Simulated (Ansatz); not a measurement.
Active spaces for H₂S, singlet

Program: Ansatz, Gaussian basis, development build. Basis cc-pV(T+d)Z on S, cc-pVTZ on H, nonrelativistic, no frozen core. State-specific CASSCF; RHF is the lowest restricted (open-shell) Hartree–Fock solution met. No symmetry is imposed, so a solution can break that of the shape. No proof that the lowest CASSCF solution was found.

Geometry. A bond is stretched, to 1.77 times the sum of the covalent radii.

```xyz
3

S     0.0000    0.0000    0.1021
H     0.0000    1.7537   -1.5525
H     0.0000   -0.9743   -0.8171
```

(1) What do CASSCF and its corrections give against RHF in CAS(8,6), and what are the occupations?

## Answers

(1) CASSCF -2.415 eV, SC-NEVPT2 -8.784 eV; occupations 2.00, 2.00, 1.98, 1.65, 0.35, 0.03.
